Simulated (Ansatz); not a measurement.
# SiH3NO (SMILES N[Si]O): one structure at several levels

Aim: energy, forces and dipole at a structure displaced at random from a GFN2-xTB minimum, from CCSD(T) and from density functionals.

Computed with Ansatz 0.2.0, Gaussian basis. Level: single points in def2-TZVPP.

Cores are frozen in the correlated methods.

### 1 Starting geometry

SMILES `N[Si]O`, 6 atoms, charge 0, spin multiplicity 1.

Atoms are counted from 1 here; the program's logs count them from 0.

Bond lengths: N1–Si2 1.781 Å, N1–H4 1.043 Å, N1–H5 1.033 Å, Si2–O3 1.633 Å, O3–H6 0.923 Å. Angles: Si2–N1–H4 124.1°, Si2–N1–H5 123.3°, H4–N1–H5 112.4°, N1–Si2–O3 105.0°, Si2–O3–H6 116.3°.

Coordinates:

```xyz
6
H3NOSi
N    -0.78980    0.13950   -0.55170
Si    0.72880   -0.79110   -0.58230
O     1.49980   -0.38860    0.80010
H    -1.58070   -0.01040   -1.21520
H    -1.01760    0.82730    0.18400
H     1.05560    0.19340    1.36230
```

### 2 CCSD(T)/def2-TZVPP

Contents of run/in.yaml:

```yaml
crystal:
  periodic: [false, false, false]
  atoms:
    - {symbol: N, position_ang: [-0.789800, 0.139500, -0.551700]}
    - {symbol: Si, position_ang: [0.728800, -0.791100, -0.582300]}
    - {symbol: O, position_ang: [1.499800, -0.388600, 0.800100]}
    - {symbol: H, position_ang: [-1.580700, -0.010400, -1.215200]}
    - {symbol: H, position_ang: [-1.017600, 0.827300, 0.184000]}
    - {symbol: H, position_ang: [1.055600, 0.193400, 1.362300]}
basis:
  gaussian: {orbitals: def2-TZVPP}
correlation: {method: ccsd_t}
output: {forces: true}
```

The command line of these runs was not kept.

### 3 PBE0-D4/def2-TZVPP

Edit run/in.yaml of step 2 so:

```diff
@@ -11,3 +11,3 @@
   gaussian: {orbitals: def2-TZVPP}
-correlation: {method: ccsd_t}
-output: {forces: true}
+hamiltonian: {xc: pbe0, dispersion: d4}
+output: {forces: true, orbitals: {seedname: orbitals}}
```

### 4 wB97M-V/def2-TZVPP

Edit run/in.yaml of step 3 so:

```diff
@@ -11,3 +11,3 @@
   gaussian: {orbitals: def2-TZVPP}
-hamiltonian: {xc: pbe0, dispersion: d4}
-output: {forces: true, orbitals: {seedname: orbitals}}
+hamiltonian: {xc: {name: wB97M-V}}
+output: {forces: true}
```

### 5 r2SCAN-D4/def2-TZVPP

Edit run/in.yaml of step 4 so:

```diff
@@ -11,3 +11,3 @@
   gaussian: {orbitals: def2-TZVPP}
-hamiltonian: {xc: {name: wB97M-V}}
+hamiltonian: {xc: r2scan, dispersion: d4}
 output: {forces: true}
```

### 6 PBE-D4/def2-TZVPP

Edit run/in.yaml of step 5 so:

```diff
@@ -11,3 +11,3 @@
   gaussian: {orbitals: def2-TZVPP}
-hamiltonian: {xc: r2scan, dispersion: d4}
+hamiltonian: {xc: pbe, dispersion: d4}
 output: {forces: true}
```

### 7 r2SCAN0-D4/def2-TZVPP

Edit run/in.yaml of step 6 so:

```diff
@@ -11,3 +11,3 @@
   gaussian: {orbitals: def2-TZVPP}
-hamiltonian: {xc: pbe, dispersion: d4}
+hamiltonian: {xc: {name: r2SCAN0}, dispersion: d4}
 output: {forces: true}
```

### 8 LC-wPBE/def2-TZVPP

Edit run/in.yaml of step 7 so:

```diff
@@ -11,3 +11,3 @@
   gaussian: {orbitals: def2-TZVPP}
-hamiltonian: {xc: {name: r2SCAN0}, dispersion: d4}
+hamiltonian: {xc: {name: LC-wPBE}}
 output: {forces: true}
```

(Steps that only read results are left out.)

Q: Predict the outcome of this session. Wanted: energy less free atoms, CCSD(T)/def2-TZVPP; RMS force component; RMS force error; HOMO and LUMO, PBE0-D4; T1 diagnostic.

**Answer**, as computed:

| quantity | value |
| --- | --- |
| energy less free atoms, CCSD(T)/def2-TZVPP | -495.2 kcal/mol |
| RMS force component | 0.858 to 0.997 eV/Å over the methods |
| RMS force error | PBE0-D4 0.060, wB97M-V 0.037, r2SCAN-D4 0.054, PBE-D4 0.239, r2SCAN0-D4 0.185, LC-wPBE 0.098 eV/Å |
| HOMO and LUMO, PBE0-D4 | -6.70 and -0.75 eV |
| T1 diagnostic | 0.014 |

In words: Against CCSD(T) the functionals' energies less atoms differ by -27.5 to +0.2 kcal/mol, PBE-D4 by -27.5 kcal/mol. A larger basis would deepen the CCSD(T) value, while the functionals are nearly converged already, so the order here is not reliable. For forces wB97M-V does best and PBE-D4 worst.
